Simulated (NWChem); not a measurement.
Molecule: pyrrole (C$_{4}$H$_{5}$N); SMILES c1cc[nH]c1

```xyz
10

C      0.7079    -0.9860     0.0000
C     -0.7136    -0.9820     0.0000
C     -1.1183     0.3363     0.0000
N      0.0032     1.1161     0.0000
C      1.1201     0.3299     0.0000
H      1.3599    -1.8575     0.0000
H     -1.3706    -1.8497     0.0000
H     -2.1134     0.7757     0.0000
H      0.0061     2.1258     0.0000
H      2.1177     0.7636     0.0000
```
Atoms are numbered in this order, from 1.

Results from NWChem. Pople sets run with spherical d functions. Geometry: optimised at PBE0/def2-SVP. Level: M06-2X/6-31G* with SMD (1 M gas to 1 M solution), gas-phase geometry.

```csv
solvent,dielectric constant,solvation free energy (kcal/mol),cavity-dispersion-structure term (kcal/mol),dipole in solution (D)
water,78.4,-4.5,3.3,2.73
"1,4-dioxane",2.21,-4.4,-0.4,2.34
1-propanol,20.5,-7.3,0.2,2.70
benzene,2.27,-6.4,-2.3,2.35
2-propanol,19.3,-7.4,0.0,2.69
1-octanol,9.86,-6.7,0.3,2.64
```
